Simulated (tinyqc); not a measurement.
CCD on RHF in the sto-3g basis, for H2F+, spin multiplicity 1, step by step. One step of it, computed by the program tinyqc.

Problem. Iteration 1: building the Fock matrix. J_ij = sum D_kl (ij|kl), K_ij = sum D_kl (ik|jl); F = H + J - 0.5 K; E = tr D H + tr D J / 2 - 0.25 tr D K + E_nn.

D at the start:
```
,1F 1s,1F 2s,1F 2px,1F 2py,1F 2pz,2H 1s,3H 1s
1F 1s,2.130663,-0.569200,0.000000,0.000000,-0.032440,0.062800,0.062800
1F 2s,-0.569200,2.475621,0.000000,0.000000,0.189190,-0.269181,-0.269181
1F 2px,0.000000,0.000000,2.000000,0.000000,0.000000,0.000000,0.000000
1F 2py,0.000000,0.000000,0.000000,2.234119,0.000000,-0.288075,0.288075
1F 2pz,-0.032440,0.189190,0.000000,0.000000,2.097394,-0.166442,-0.166442
2H 1s,0.062800,-0.269181,0.000000,-0.288075,-0.166442,0.076631,0.002340
3H 1s,0.062800,-0.269181,0.000000,0.288075,-0.166442,0.002340,0.076631
```

core Hamiltonian H = T + V (hartree):
```
,1F 1s,1F 2s,1F 2px,1F 2py,1F 2pz,2H 1s,3H 1s
1F 1s,-41.067375,-9.637740,0.000000,0.000000,-0.014419,-1.596329,-1.596329
1F 2s,-9.637740,-11.541777,0.000000,0.000000,-0.176112,-3.596961,-3.596961
1F 2px,0.000000,0.000000,-9.177974,0.000000,0.000000,0.000000,0.000000
1F 2py,0.000000,0.000000,0.000000,-9.297146,0.000000,-1.937288,1.937288
1F 2pz,-0.014419,-0.176112,0.000000,0.000000,-9.240624,-1.455277,-1.455277
2H 1s,-1.596329,-3.596961,0.000000,-1.937288,-1.455277,-5.342727,-1.425323
3H 1s,-1.596329,-3.596961,0.000000,1.937288,-1.455277,-1.425323,-5.342727
```

Two-electron integrals (ij|kl) in chemists' order, unique and non-zero (hartree):
```
i,j,k,l,(ij|kl)
1,1,1,1,5.403501
2,1,1,1,0.841920
2,1,2,1,0.156299
2,2,1,1,1.268028
2,2,2,1,0.292344
2,2,2,2,0.926167
3,1,3,1,0.027998
3,2,3,1,0.043169
3,2,3,2,0.204588
3,3,1,1,1.264502
3,3,2,1,0.292403
3,3,2,2,0.925959
3,3,3,3,0.997514
4,1,4,1,0.027998
4,2,4,1,0.043169
4,2,4,2,0.204588
4,3,4,3,0.053770
4,4,1,1,1.264502
4,4,2,1,0.292403
4,4,2,2,0.925959
4,4,3,3,0.889973
4,4,4,4,0.997514
5,1,5,1,0.027998
5,2,5,1,0.043169
5,2,5,2,0.204588
5,3,5,3,0.053770
5,4,5,4,0.053770
5,5,1,1,1.264502
5,5,2,1,0.292403
5,5,2,2,0.925959
5,5,3,3,0.889973
5,5,4,4,0.889973
5,5,5,5,0.997514
6,1,1,1,0.140383
6,1,2,1,0.025840
6,1,2,2,0.048022
6,1,3,3,0.047948
6,1,4,1,0.000860
6,1,4,2,0.001611
6,1,4,4,0.048098
6,1,5,1,0.000623
6,1,5,2,0.001168
6,1,5,4,0.000108
6,1,5,5,0.048027
6,1,6,1,0.004316
6,2,1,1,0.353411
6,2,2,1,0.082564
6,2,2,2,0.291580
6,2,3,3,0.287328
6,2,4,1,0.004557
6,2,4,2,0.035466
6,2,4,4,0.295502
6,2,5,1,0.003304
6,2,5,2,0.025715
6,2,5,4,0.005927
6,2,5,5,0.291626
6,2,6,1,0.013848
6,2,6,2,0.112732
6,3,3,1,0.008669
6,3,3,2,0.051267
6,3,4,3,0.007479
6,3,5,3,0.005422
6,3,6,3,0.016759
6,4,1,1,0.193979
6,4,2,1,0.045902
6,4,2,2,0.173528
6,4,3,3,0.166093
6,4,4,1,0.010884
6,4,4,2,0.071297
6,4,4,4,0.185738
6,4,5,1,0.001607
6,4,5,2,0.014523
6,4,5,4,0.008821
6,4,5,5,0.168557
6,4,6,1,0.008024
6,4,6,2,0.082261
6,4,6,4,0.076330
6,5,1,1,0.140647
6,5,2,1,0.033281
6,5,2,2,0.125819
6,5,3,3,0.120427
6,5,4,1,0.001607
6,5,4,2,0.014523
6,5,4,4,0.123826
6,5,5,1,0.009833
6,5,5,2,0.061797
6,5,5,4,0.009943
6,5,5,5,0.133059
6,5,6,1,0.005818
6,5,6,2,0.059644
6,5,6,4,0.043192
6,5,6,5,0.048077
6,6,1,1,0.505665
6,6,2,1,0.120075
6,6,2,2,0.488946
6,6,3,3,0.472162
6,6,4,1,0.008377
6,6,4,2,0.091684
6,6,4,4,0.504795
6,6,5,1,0.006074
6,6,5,2,0.066476
6,6,5,4,0.023661
6,6,5,5,0.489318
6,6,6,1,0.020271
6,6,6,2,0.241628
6,6,6,4,0.204864
6,6,6,5,0.148539
6,6,6,6,0.774606
7,1,1,1,0.140383
7,1,2,1,0.025840
7,1,2,2,0.048022
7,1,3,3,0.047948
7,1,4,1,-0.000860
7,1,4,2,-0.001611
7,1,4,4,0.048098
7,1,5,1,0.000623
7,1,5,2,0.001168
7,1,5,4,-0.000108
7,1,5,5,0.048027
7,1,6,1,0.004261
7,1,6,2,0.013477
7,1,6,4,0.007167
7,1,6,5,0.005667
7,1,6,6,0.019563
7,1,7,1,0.004316
7,2,1,1,0.353411
7,2,2,1,0.082564
7,2,2,2,0.291580
7,2,3,3,0.287328
7,2,4,1,-0.004557
7,2,4,2,-0.035466
7,2,4,4,0.295502
7,2,5,1,0.003304
7,2,5,2,0.025715
7,2,5,4,-0.005927
7,2,5,5,0.291626
7,2,6,1,0.013477
7,2,6,2,0.092840
7,2,6,4,0.046473
7,2,6,5,0.047693
7,2,6,6,0.163515
7,2,7,1,0.013848
7,2,7,2,0.112732
7,3,3,1,0.008669
7,3,3,2,0.051267
7,3,4,3,-0.007479
7,3,5,3,0.005422
7,3,6,3,0.013375
7,3,7,3,0.016759
7,4,1,1,-0.193979
7,4,2,1,-0.045902
7,4,2,2,-0.173528
7,4,3,3,-0.166093
7,4,4,1,0.010884
7,4,4,2,0.071297
7,4,4,4,-0.185738
7,4,5,1,-0.001607
7,4,5,2,-0.014523
7,4,5,4,0.008821
7,4,5,5,-0.168557
7,4,6,1,-0.007167
7,4,6,2,-0.046473
7,4,6,4,-0.010232
7,4,6,5,-0.023376
7,4,6,6,-0.073274
7,4,7,1,-0.008024
7,4,7,2,-0.082261
7,4,7,4,0.076330
7,5,1,1,0.140647
7,5,2,1,0.033281
7,5,2,2,0.125819
7,5,3,3,0.120427
7,5,4,1,-0.001607
7,5,4,2,-0.014523
7,5,4,4,0.123826
7,5,5,1,0.009833
7,5,5,2,0.061797
7,5,5,4,-0.009943
7,5,5,5,0.133059
7,5,6,1,0.005667
7,5,6,2,0.047693
7,5,6,4,0.023376
7,5,6,5,0.037580
7,5,6,6,0.092938
7,5,7,1,0.005818
7,5,7,2,0.059644
7,5,7,4,-0.043192
7,5,7,5,0.048077
7,6,1,1,0.129438
7,6,2,1,0.030556
7,6,2,2,0.118391
7,6,3,3,0.116075
7,6,4,4,0.118227
7,6,5,1,0.001910
7,6,5,2,0.018212
7,6,5,5,0.120744
7,6,6,1,0.005077
7,6,6,2,0.046253
7,6,6,4,0.029425
7,6,6,5,0.027930
7,6,6,6,0.107159
7,6,7,1,0.005077
7,6,7,2,0.046253
7,6,7,4,-0.029425
7,6,7,5,0.027930
7,6,7,6,0.023829
7,7,1,1,0.505665
7,7,2,1,0.120075
7,7,2,2,0.488946
7,7,3,3,0.472162
7,7,4,1,-0.008377
7,7,4,2,-0.091684
7,7,4,4,0.504795
7,7,5,1,0.006074
7,7,5,2,0.066476
7,7,5,4,-0.023661
7,7,5,5,0.489318
7,7,6,1,0.019563
7,7,6,2,0.163515
7,7,6,4,0.073274
7,7,6,5,0.092938
7,7,6,6,0.317983
7,7,7,1,0.020271
7,7,7,2,0.241628
7,7,7,4,-0.204864
7,7,7,5,0.148539
7,7,7,6,0.107159
7,7,7,7,0.774606
```

nuclear repulsion = 9.70323458 hartree

Give: Coulomb J; exchange K; Fock matrix F; total energy of this density.

Solution.

Coulomb J (hartree):
```
,1F 1s,1F 2s,1F 2px,1F 2py,1F 2pz,2H 1s,3H 1s
1F 1s,21.116,4.052,0.000,0.000,0.004,0.670,0.670
1F 2s,4.052,10.014,0.000,0.000,0.000,3.051,3.051
1F 2px,0.000,0.000,10.008,0.000,0.000,0.000,0.000
1F 2py,0.000,0.000,0.000,10.004,0.000,1.779,-1.779
1F 2pz,0.004,0.000,0.000,0.000,10.005,1.288,1.288
2H 1s,0.670,3.051,0.000,1.779,1.288,4.905,1.206
3H 1s,0.670,3.051,0.000,-1.779,1.288,1.206,4.905
```

exchange K (hartree):
```
,1F 1s,1F 2s,1F 2px,1F 2py,1F 2pz,2H 1s,3H 1s
1F 1s,11.126,1.955,0.000,0.000,0.001,0.341,0.341
1F 2s,1.955,3.255,0.000,0.000,0.006,0.868,0.868
1F 2px,0.000,0.000,2.682,0.000,0.000,0.000,0.000
1F 2py,0.000,0.000,0.000,2.684,0.000,0.377,-0.377
1F 2pz,0.001,0.006,0.000,0.000,2.680,0.272,0.272
2H 1s,0.341,0.868,0.000,0.377,0.272,0.350,0.216
3H 1s,0.341,0.868,0.000,-0.377,0.272,0.216,0.350
```

Fock matrix F (hartree):
```
,1F 1s,1F 2s,1F 2px,1F 2py,1F 2pz,2H 1s,3H 1s
1F 1s,-25.514,-6.563,0.000,0.000,-0.011,-1.097,-1.097
1F 2s,-6.563,-3.155,0.000,0.000,-0.179,-0.980,-0.980
1F 2px,0.000,0.000,-0.511,0.000,0.000,0.000,0.000
1F 2py,0.000,0.000,0.000,-0.635,0.000,-0.347,0.347
1F 2pz,-0.011,-0.179,0.000,0.000,-0.576,-0.303,-0.303
2H 1s,-1.097,-0.980,0.000,-0.347,-0.303,-0.613,-0.328
3H 1s,-1.097,-0.980,0.000,0.347,-0.303,-0.328,-0.613
```

total energy of this density = -97.77694 hartree
